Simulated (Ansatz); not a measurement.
Process, species as SMILES: S (H2S) → [SH] (SH) + H atom
B3LYP-D3(BJ)/def2-TZVP geometries, fixed; electronic energies without zero-point terms.

The bond dissociation energy at MP2 with Ansatz (a quantum-chemistry and plane-wave program), in kcal/mol, split into its Hartree-Fock and correlation parts. Cores are frozen. Open shells are unrestricted. No added dispersion term, no relativity. Functions are those of the species that has most.

```json
[
 {"basis": "aug-cc-pV(D+d)Z", "X": "2", "functions": "50", "Hartree-Fock": "68.06", "MP2": "89.83"},
 {"basis": "aug-cc-pV(T+d)Z", "X": "3", "functions": "101", "Hartree-Fock": "68.42", "MP2": "93.87"},
 {"basis": "aug-cc-pV(Q+d)Z", "X": "4", "functions": "181", "Hartree-Fock": "68.54", "MP2": "95.05"}
]
```

Worked estimate of the basis-set limit from each neighbouring pair, with Hartree-Fock from the larger set and the correlation part extrapolated as X^-3.
Correlation parts: X = 2: 21.77, X = 3: 25.45, X = 4: 26.51.
- (2,3): (27·(25.45) - 8·(21.77))/19 = 27.00; with Hartree-Fock 68.42 the estimate is 95.42 kcal/mol.
- (3,4): (64·(26.51) - 27·(25.45))/37 = 27.28; with Hartree-Fock 68.54 the estimate is 95.82 kcal/mol.
The last two estimates differ by 0.40 kcal/mol; the largest set lies 0.77 from the last. Over the last step Hartree-Fock moves by 0.12 and the correlation part by 1.06.
